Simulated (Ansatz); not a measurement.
A made-up structure of C2HO, doublet:

| atom | x (Å) | y (Å) | z (Å) |
| --- | --- | --- | --- |
| C1 | 1.0067 | -0.5854 | 0.7542 |
| C2 | 0.3275 | -0.1769 | 0.0641 |
| O3 | -0.3847 | 0.0901 | -0.6729 |
| H4 | -0.9494 | 0.6722 | -0.1454 |

It is relaxed with PBE-D4/def2-SVP and then PBE0-D4/def2-TZVP (Ansatz 0.2.0). Atoms count as bonded within 1.22 times the sum of their covalent radii (H–H: 0.88 Å). The end point is not checked to be a true minimum.

Problem. Does its bonding change? (A judgement: the text doesn't fix the answer.)

Solution. The calculation gives: No: no bond forms or breaks.

Where it ends: The first stage lowers the energy by 5.99 eV in 9 steps. It ends as C₂HO ([C][C][OH]):
```xyz
4
angstrom
C 1.2582 -0.7339 0.8934
C 0.3876 -0.2155 0.1107
O -0.5084 0.1707 -0.7127
H -1.1374 0.7788 -0.2914
```

Labels in which every atom is bracketed show which atoms are joined, not bond orders.

For scale, one of the runs: PBE0-D4/def2-TZVP relaxation, 99 basis functions, launched by `ansatz run in.yaml --threads 2 --pin off --events-out ev --progress --plain --max-ram 4352MiB`. The run took about 26 s on 2 CPU threads of an Arm Neoverse V2 (shared host).
